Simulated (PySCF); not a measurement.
## How methods differ on the ionisation energy of C

C [He] 2s2 2p2 (3P) → C+ [He] 2s2 2p1 (2P), as a difference of total energies. Calculation: PySCF 2.14, in x2c-TZVPPall (5s3p2d1f, 31 functions); the spin-free X2C one-electron Hamiltonian (Gaussian nucleus). Correlated levels: valence and next inner shell: nothing frozen. The calculations carry no spin-orbit coupling.

```csv
method,ionisation energy (eV)
UHF,10.797
SCS-MP2 (valence and next inner shell),11.117
CCSD (valence and next inner shell),11.157
CCSD(T) (valence and next inner shell),11.180
```

Task: Estimate what CCSDT (valence and next inner shell) gives.

Result: 11.184 eV, closest to CCSD(T) (valence and next inner shell) among the rows shown.

Task: Estimate what MP2 (valence and next inner shell) gives.

Result: 11.248 eV, closest to CCSD(T) (valence and next inner shell) among the rows shown.

Errors of the correlated levels include the incompleteness of this basis.

For comparison: 11.262 eV (measured; NIST levels, between the centres of gravity of the two terms).
